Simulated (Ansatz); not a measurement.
# Energy profile

The step: CH₅Al ([CH3][AlH2]) → AlH + CH₄; bonds formed: C2–H3; bonds broken: Al1–C2, Al1–H3 (atoms numbered as in the saddle structure below).

```
7
angstrom
Al -0.2260 1.2079 0.9883
C 0.2073 -0.4522 -0.4639
H 0.9593 1.0335 -0.0374
H -1.5307 0.4718 1.4932
H 1.0608 -0.4852 -1.1410
H 0.2468 -1.3138 0.2091
H -0.7176 -0.4622 -1.0485
```

Electronic energies by CCSD(T) at an estimated basis limit (MP2 extrapolated from triple and quadruple zeta, plus CCSD(T) − MP2 in triple zeta), on PBE0-D4/def2-TZVP structures; CH5Al, singlet; no counterpoise correction. Computed with Ansatz 0.2.0 (basis: def2-TZVPP and def2-QZVPP); correlated methods freeze the cores. Extrapolation: Hartree–Fock as exp(−7.88 √X), correlation as X^−2.97.

Problem. Give the profile in kJ/mol, counted from the start structure. (An estimate is asked for; the value comes from the calculation.)

Solution. By the calculation:
```json
{"point": "start structure", "kJ/mol": "0.0"}
{"point": "saddle", "kJ/mol": "310.9"}
{"point": "end structure", "kJ/mol": "99.6"}
{"point": "separated: AlH (Al1, H4; singlet) + CH4 (C2, H3, H5, H6, H7; singlet)", "kJ/mol": "104.1"}
```

The T1 diagnostic stays at or below 0.017. The restricted Hartree–Fock reference is unstable towards an unrestricted one at one or more of these structures. A large double-excitation amplitude points to some diradical character; no triplet was computed.

Labels in which every atom is bracketed show which atoms are joined, not bond orders.

For scale, one of the runs: CCSD(T)/def2-TZVPP, 143 basis functions, launched by `ansatz run in.yaml --threads 2 --pin off --events-out ev --progress --plain --max-ram 4352MiB`. Time: 13 s of wall clock on 2 CPU threads of an Intel Xeon Platinum 8375C; the host was shared. Peak host memory: 0.79 GiB.
